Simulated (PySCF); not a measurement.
Some computed properties have been withheld. Give your best values.

Isopropenylcyclopropane, C6H10.
InChI=1S/C6H10/c1-5(2)6-3-4-6/h6H,1,3-4H2,2H3

Conformer (atom-mapped SMILES and torsion angles): `[CH2:1]=[C:2]([CH3:3])[CH:4]1[CH2:5][CH2:6]1`: C1–C2–C4–C5 20°.

```tsv
property	level	value
point group	PBE0-D3(BJ)/def2-SVP	?
rotational constants A, B, C	PBE0-D3(BJ)/def2-SVP	6.217, 2.757, 2.161 GHz
dipole moment	CAM-B3LYP/def2-SVPD	0.57 D
HOMO energy	CAM-B3LYP/def2-SVPD	-8.26 eV
LUMO energy	CAM-B3LYP/def2-SVPD	1.38 eV
lowest singlet excitation	TDDFT CAM-B3LYP/def2-SVPD	6.86 eV (181 nm, f = 0.252)
lowest triplet excitation (Tamm–Dancoff)	TDA CAM-B3LYP/def2-SVPD	4.26 eV
static isotropic polarisability	CAM-B3LYP/def2-SVPD	71.1 au
vertical ionisation energy	ΔSCF CAM-B3LYP/def2-SVPD	9.02 eV
electronic spatial extent ⟨r²⟩ about the centre of nuclear charge	CAM-B3LYP/def2-SVPD	?
13C chemical shifts (computed TMS as zero) by class	GIAO PBE0/pcSseg-1	156.0 (1 C), 115.3 (1 C), 26.0 (1 C), 19.2 (1 C), 6.7 (2 C) ppm
1H chemical shifts (computed TMS as zero) by class	GIAO PBE0/pcSseg-1	5.02 (1 H), 4.90 (1 H), 1.91 (3 H), 1.03 (1 H), 0.55 (2 H), 0.34 (2 H) ppm
largest of the computed one-bond spin–spin couplings (means over like bonds)	B3LYP/pcJ-1, spin–dipole term left out	?
```

The electronic properties come from PySCF, for the isolated species, density fitting. Geometry: PBE0-D3(BJ)/def2-SVP, one conformer, isolated molecule. NMR classes are plain means over equivalent atoms (diastereotopic ones count apart unless rotation or inversion swaps them), as if these changed places fast; in this geometry the members of some classes differ.

(1) Give the largest of the computed one-bond spin–spin couplings (means over like bonds).

(2) Give the point group.

(3) Give the electronic spatial extent ⟨r²⟩ about the centre of nuclear charge.

Answers

(1) 13C–1H +169.1 (×2), 13C–1H +168.6 (×2), 13C–1H +166.4, 13C–1H +165.9, 13C–1H +162.5, 13C–1H +132.8 (×3), 13C–13C +79.8, 13C–13C +55.4 Hz.

(2) C1.

(3) 641 bohr².

With B = h/(8π²I), that is 505.379 GHz u Å² over I, the principal moments of inertia are 81.3, 183.3 and 233.9 u Å² (most abundant isotopes). No computed singlet falls in the visible range (750 to 380 nm, 1.65 to 3.26 eV); S1 lies 3.60 eV above its blue end. The vertical singlet–triplet gap S1 − T1 is 2.60 eV (TDDFT singlet less Tamm–Dancoff triplet; S1: HOMO→LUMO, weight 0.89; T1: HOMO→LUMO, weight 0.47, beside HOMO→LUMO+1, weight 0.34). In wavenumbers S1 is 55300 cm⁻¹ (1 eV = 8065.54 cm⁻¹).
